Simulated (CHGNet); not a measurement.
## Litharge SnO

Computed with the machine-learned potential CHGNet-r²SCAN (trained on r²SCAN data).

Cell: relaxed at this level.

```
Item                  Value
------------------  -------
lattice constant a  3.727 Å
c axis length       5.475 Å
```

Measured, for comparison: lattice constant a 3.801 Å, lattice parameter c 4.835 Å (temperature not stated, not corrected to a static lattice; as tabulated in Electronic properties of the Sn1−xPbxO alloy and band alignment of the SnO/PbO …). Computed (rounded) less measured: lattice constant a -1.9 %, lattice parameter c +13.2 %. A static lattice is as a rule a little smaller and stiffer than an uncorrected measurement, which narrows the difference in the lattice constant a and would widen misses of the other sign.

A machine-learned potential is trained on density-functional data: it inherits that level's misses and adds fitting errors of its own.

Note: elastic tensor is asymmetric by over 3 %: noisy; elastic tensor is not positive definite: mechanically unstable at this level; the model gives imaginary modes for this phase (in the spectrum interpolated from a supercell); the model's c/a of 1.47 is far from the 1.27 of the starting cell; this model's volume lies 9 % above that of the starting cell (a measured, published or database cell).
